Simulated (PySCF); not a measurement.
Method: PBE-D3(BJ)/def2-TZVP // B3LYP-D3(BJ)/def2-TZVP (PySCF). All species are isolated molecules in the gas phase. One relaxed conformer stands for a flexible species; it need not be the lowest. Delta-SCF ions had no search for a lower state. 

Reference species (SMILES): `S` (neutral, multiplicity 1).

The vertical ionisation energy (Delta-SCF) is 10.35 eV and the HOMO–LUMO gap comes out as 5.76 eV. The LUMO is -0.43 eV. The HOMO is -6.19 eV.

Changed species: `FC(S)F` (F–C–S–H torsion 68°) (X = difluoromethyl; the reference has X = H).

### Question
What does the change do to the vertical ionisation energy (Delta-SCF), HOMO–LUMO gap, LUMO and HOMO?

### Answer
the vertical ionisation energy (Delta-SCF) falls by 0.04 eV, to 10.31 eV; the HOMO–LUMO gap falls by 0.38 eV, to 5.38 eV; the LUMO drops by 0.72 eV, to -1.15 eV; the HOMO falls by 0.34 eV, to -6.53 eV.
